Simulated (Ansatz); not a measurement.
# CH₄OSi: single points off equilibrium

The task here is to estimate one member of a computed series from the others.

Method: single points in def2-TZVPP; program: Ansatz 0.2.0, Gaussian basis.

Cores are frozen in the correlated methods.

### Starting geometry

SMILES `C=[SiH]O`, 7 atoms, charge 0, spin multiplicity 1.

Atoms are counted from 1 here; the program's logs count them from 0.

Bond lengths: C1–Si2 1.670 Å, C1–H4 1.074 Å, C1–H5 1.072 Å, Si2–O3 1.634 Å, Si2–H6 1.475 Å, O3–H7 0.970 Å. Angles: Si2–C1–H4 122.9°, Si2–C1–H5 119.1°, H4–C1–H5 117.9°, C1–Si2–O3 121.6°, C1–Si2–H6 129.0°, O3–Si2–H6 109.3°, Si2–O3–H7 114.6°.

Geometry (Å):

```
C    -1.1899    0.2693   -0.4910
Si    0.2941    0.2043    0.2728
O     1.2935   -1.0765    0.0950
H    -1.5595   -0.5218   -1.1160
H    -1.7880    1.1533   -0.3935
H     0.9579    1.2289    1.1001
H     2.1627   -0.9711    0.5121
```

The first run:

run/in.yaml reads:

```yaml
crystal:
  periodic: [false, false, false]
  atoms:
    - {symbol: C, position_ang: [-1.189895, 0.269251, -0.491042]}
    - {symbol: Si, position_ang: [0.294122, 0.204314, 0.272831]}
    - {symbol: O, position_ang: [1.293453, -1.076550, 0.094958]}
    - {symbol: H, position_ang: [-1.559545, -0.521756, -1.116040]}
    - {symbol: H, position_ang: [-1.787968, 1.153326, -0.393482]}
    - {symbol: H, position_ang: [0.957861, 1.228877, 1.100085]}
    - {symbol: H, position_ang: [2.162651, -0.971109, 0.512133]}
basis:
  gaussian: {orbitals: def2-TZVPP}
hamiltonian: {xc: pbe, dispersion: d4}
output: {forces: true}
```

Started as:

```
> ansatz run in.yaml --threads 2 --pin off --events-out ev --progress --plain --max-ram 3481MiB
```

Steps of the session up to this table: PBE-D4/def2-TZVPP; r2SCAN-D4/def2-TZVPP; PBE0-D4/def2-TZVPP; wB97M-V/def2-TZVPP; CCSD(T)/def2-TZVPP.

One table of the session follows, with a row left open; its other results are not shown here.

| method | RMS force component (eV/Å) | angle to CCSD(T) forces (°) | dipole (D) |
| --- | --- | --- | --- |
| PBE-D4 | 0.308 | 32.6 | 2.37 |
| r2SCAN-D4 | 0.284 | 15.7 | 2.45 |
| PBE0-D4 | ? | ? | ? |
| wB97M-V | 0.268 | 29.5 | 2.65 |
| CCSD(T) | 0.358 | reference | 2.48 |

**Question.** Estimate the row for PBE0-D4.

The run gave: RMS force component (eV/Å): 0.303; angle to CCSD(T) forces (°): 24.3; dipole (D): 2.53. In the column «RMS force component (eV/Å)» it lies between r2SCAN-D4 (0.284) and PBE-D4 (0.308).
